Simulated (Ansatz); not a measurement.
# How far each method lies from UCCSDT(Q) for [SiH₃···H···Si], triplet

Geometry: a point of a hydrogen-transfer path between rigid fragments, not a stationary point.

```xyz
6

Si   -1.7703    0.0000    0.0000
H    -2.2652    1.3997    0.0000
H    -2.2652   -0.6999    1.2122
H    -2.2652   -0.6999   -1.2122
H     0.3207    0.0000    0.0000
Si    2.0027    0.0000    0.0000
```

Basis cc-pVDZ; Ansatz 0.2.0. Only valence electrons are correlated (noble-gas cores frozen), which leaves 12 electrons in 46 orbitals. Prefix R: restricted or restricted open-shell reference; prefix U: unrestricted. Active spaces: pair = (4e, 4o) about the gap.

Full CI isn't at hand for all of this; UCCSDT(Q) serves as the reference, and is uncertain by about the last step of the cluster series. The frozen core follows each run's orbitals, which can shift R against U totals by a few meV.

Unrestricted rows (U) aren't spin-pure: their determinants' ⟨S²⟩ exceeds S(S+1) by up to 0.25, so they mix in states of higher spin. HF rows are the lowest solutions found. Coupled cluster chose its determinant by trial CCSD, here up to 0.07 eV above the lowest Hartree–Fock solution of its kind, and MP2 stands on that determinant too.

* UHF ⟨S²⟩: 2.106
* ⟨S²⟩ of the determinant under UCCSD: 2.253
* T1 diagnostic (RCCSD): 0.0297
* largest doubles amplitude (RCCSD): 0.132
* T1 diagnostic (UCCSD): 0.0394

| level | E − E(RHF) (eV) |
| --- | --- |
| RMP2 | -4.8587 |
| UMP2 | -4.8067 |
| RCCSD | -6.2121 |
| UCCSD | -6.2099 |
| RCCSD(T) | -6.3917 |
| UCCSD(T) | -6.3863 |

Q: Estimate how far UCCSDT(Q) in cc-pVDZ lies from RCCSD(T). The table doesn't fix it; the size of (T) and the diagnostics are the guide.

A: UCCSDT(Q) in cc-pVDZ lies 2.11 mEh below RCCSD(T), which is 32 % of the (T) step (-6.60 mEh). A doubles amplitude is large, and the rest is a large part of (T). The miss exceeds 1 kcal/mol.

The other levels:

| level | E − E(UCCSDT(Q)) (mEh) | share of correlation (%) | wall time |
| --- | --- | --- | --- |
| BCCD(T) | 2.08 | 99.12 | 8.5 s |
| RCCSDT | 0.37 | 99.84 | – |
| UCCSDT | 0.37 | 99.84 | – |
| RCCSDT(Q) | 0.03 | 99.99 | 68 s |
| CASSCF (pair space) | 216.32 | 8.73 | – |
| MRCISD (pair space) | 25.35 | 89.30 | – |
| MRCISD+Q (pair space) | 1.29 | 99.45 | 5 s |

The correlation energy at UCCSDT(Q), counted from RHF, is -6.449 eV. That run took 2.7 min on 1 thread of Arm Neoverse V2, shared host.

Run but not shown, since their state or frozen core can't be matched to the reference's or they repeat it: UHF, CISD.

Times hold each run's SCF and search for its determinant on a shared host, so for small cases they say little of a method's own cost; they ran on 1 thread of Arm Neoverse V2.
